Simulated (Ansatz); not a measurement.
# PHF₂ (singlet): wave-function methods side by side at a displaced geometry (v2), cc-pVDZ

An exercise on one series of results from a longer session: the logs are not shown, and one member is left open.

Method: cc-pVDZ, core rule «outside noble gas», up to 7 orbitals frozen; program: Ansatz 0.2.0, Gaussian basis.

Plan: UHF; CCSD(T) on RHF; BCCD(T) on RHF; CISD; CCSDT(Q) on RHF.

18 further runs of the same task are left out: 6 for a known fault of the program, 3 that didn't finish, 9 set aside as unsound or not needed.

### The system

The geometry is a PBE0/def2-TZVP stationary point (not a proven minimum) with its atoms shifted at random (size 0.100 Å).

4 atoms, charge 0, spin multiplicity 1.

Atoms are counted from 1 here; the program's logs count them from 0.

Bond lengths: F1–P2 1.596 Å, P2–F3 1.582 Å, P2–H4 1.612 Å. Angles: F1–P2–F3 99.0°, F1–P2–H4 90.3°, F3–P2–H4 93.6°.

Set-up of the first run:

in.yaml reads:

```yaml
crystal:
  periodic: [false, false, false]
  atoms:
    - {symbol: F, position_ang: [0.143715, 0.474879, 1.202596]}
    - {symbol: P, position_ang: [-0.166659, -0.534256, 0.005224]}
    - {symbol: F, position_ang: [0.055462, 0.450829, -1.211922]}
    - {symbol: H, position_ang: [1.367140, -1.030873, 0.015258]}
basis:
  gaussian: {orbitals: cc-pVDZ}
magnetization: {spin_polarized: true, initial_magnetization: 0}
hamiltonian: {xc: hf}
output: {orbitals: {seedname: orbitals}}
```

On the command line:

```
ansatz run in.yaml --threads 1 --pin off --events-out ev --progress --plain --max-ram 2393MiB
```

Steps of the session up to this table: UHF; CCSD(T) on RHF; BCCD(T) on RHF; CISD; CCSDT(Q) on RHF.

One table of the session follows, with a row left open; its other results are not shown here.

It belongs to the step «Misses and costs». 

| method | from RCCSDT(Q) (meV) |
| --- | --- |
| RHF | +14174.6 |
| RMP2 | +852.3 |
| CISD | +1709.6 |
| RCCSD | +317.4 |
| RCCSD(T) | +50.4 |
| BCCD(T) | +42.9 |
| RCCSDT | ? |
| RCCSDT(Q) | 0 |

Q: Estimate the row for RCCSDT from the others.

As computed: from RCCSDT(Q) (meV): +32.2. In the column «from RCCSDT(Q) (meV)» it lies between RCCSDT(Q) (0) and BCCD(T) (+42.9).
